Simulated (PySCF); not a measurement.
Telling isomers of C$_{10}$H$_{8}$ apart by NMR

No solvent, relativity neglected, a single conformation, averaged over atoms made equivalent by symmetry, fast rotation or ring inversion. Coordinates at the PBE0-D3(BJ)/def2-SVP level; shieldings: GIAO PBE0/pcSseg-1; PySCF.

δ = σ(ref) − σ, references computed at the same level: 1H (31.27 ppm) and 13C (184.41 ppm) vs TMS. Where no couplings were computed, multiplicities follow the n + 1 count of equivalent neighbours, and m marks all less simple cases (inequivalent or close neighbours, rings, F or P nearby). Shifts are as computed. Against solution values, carbons near 30 ppm lie about +2 ppm off and those near 130 ppm about +5 ppm (rms about the fit 1.9 ppm; single classes can miss by 10 ppm). Of 1328 compounds with measured shifts, 309 miss one by over three times the rms of a fit or turn the order of signals round; such compounds aren't used in these exercises. Signals without a measured value on file couldn't be tested in this way; 1H shifts scatter by 0.2 ppm about their fit, and single ones miss by 0.5 ppm.

(1) Tabulate the signals of `C1=CC1=Cc1ccccc1`, `c1ccc2cccc-2cc1` and their relative energies.

(2) What is the quickest way to tell C1=CC1=Cc1ccccc1 from c1ccc2cccc-2cc1?

Results:

(1) 
| SMILES | carbon types | δC | δH | E rel. (kcal/mol) |
| --- | --- | --- | --- | --- |
| C1=CC1=Cc1ccccc1 | 2×C 8×CH | 145.0, 143.9, 141.2, 133.8, 128.4, 127.7, 118.9, 86.7 | 8.66 (d, 1H), 8.35 (d, 1H), 7.31 (m, 2H), 7.30 (m, 2H), 7.01 (t, 1H), 5.42 (s, 1H) | 45.9 |
| c1ccc2cccc-2cc1 | 2×C 8×CH | 144.5, 143.7, 143.7, 143.7, 143.5, 143.5, 127.1, 127.1, 122.5, 122.5 | 8.47 (d, 1H), 8.47 (d, 1H), 8.16 (m, 1H), 7.89 (m, 1H), 7.65 (m, 1H), 7.65 (m, 1H), 7.37 (m, 1H), 7.37 (m, 1H) | 0.0 |

Energies are electronic energies at PBE0/pcSseg-1 on these geometries, without zero-point or thermal terms, each for the one conformer computed, which needn't be the lowest.

(2) Count the carbon signals: 8 against 10. The first has an alkene CH at 86.7 ppm, the second an aromatic CH at 122.5 ppm. Their most deshielded carbons lie at 145.0 and 144.5 ppm.
